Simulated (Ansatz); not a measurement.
# AlH6NS: the cost of one run

The runs use Ansatz 0.2.0, Gaussian basis; PBE0-D4, def2-SVP first, then def2-TZVP.

128 further runs of the same task are left out: 128 set aside as unsound or not needed.

## (1) Starting geometry

The guess: 9 atoms, charge 0, spin multiplicity 1.

Atoms are counted from 1 here; the program's logs count them from 0.

Bond lengths: Al1–S2 2.638 Å, Al1–H3 1.541 Å, Al1–H4 1.537 Å, Al1–N6 2.238 Å, S2–H7 1.332 Å, N6–H8 1.013 Å, N6–H9 1.013 Å. Angles: S2–Al1–H3 106.6°, S2–Al1–H4 116.1°, S2–Al1–N6 76.6°, H3–Al1–H4 120.4°, H3–Al1–N6 113.6°, H4–Al1–N6 115.1°, Al1–S2–H7 85.6°, Al1–N6–H8 124.9°, Al1–N6–H9 123.0°, H8–N6–H9 109.0°.

As a file:

```csv
atom,x (Å),y (Å),z (Å)
Al1,-0.8714,0.0173,-0.8539
S2,1.1318,1.6658,-0.3739
H3,-0.4390,-0.8684,-2.0385
H4,-2.2778,0.6350,-0.8162
H5,0.6797,0.3592,0.7713
N6,-0.0863,-0.6812,1.1225
H7,1.8732,0.8059,-1.0710
H8,0.5164,-1.4840,1.2549
H9,-0.5267,-0.4495,2.0048
```

Distances that are to change: Al1–N6 2.24 Å, S2–H5 1.80 Å, Al1–S2 2.64 Å, H5–N6 1.34 Å.

## (2) Constrained relaxation of the guess

hold/in.yaml

```yaml
crystal:
  periodic: [false, false, false]
  atoms:
    - {symbol: Al, position_ang: [-0.871400, 0.017300, -0.853900]}
    - {symbol: S, position_ang: [1.131800, 1.665800, -0.373900]}
    - {symbol: H, position_ang: [-0.439000, -0.868400, -2.038500]}
    - {symbol: H, position_ang: [-2.277800, 0.635000, -0.816200]}
    - {symbol: H, position_ang: [0.679700, 0.359200, 0.771300]}
    - {symbol: N, position_ang: [-0.086300, -0.681200, 1.122500]}
    - {symbol: H, position_ang: [1.873200, 0.805900, -1.071000]}
    - {symbol: H, position_ang: [0.516400, -1.484000, 1.254900]}
    - {symbol: H, position_ang: [-0.526700, -0.449500, 2.004800]}
basis:
  gaussian: {orbitals: def2-SVP}
hamiltonian: {xc: pbe0, dispersion: d4}
relax: {f_tol: 0.08, max_steps: 120, escape_saddle: false, constraints: [{distance: [0, 5]}, {distance: [1, 4]}, {distance: [0, 1]}, {distance: [4, 5]}]}
```

Command:

```console
$ ansatz run in.yaml --threads 2 --pin off --events-out ev --progress --plain --max-ram 4352MiB
```

**Question.** How long does this run take on 2 threads of Arm Neoverse V1, shared host?

About 8.5 s.
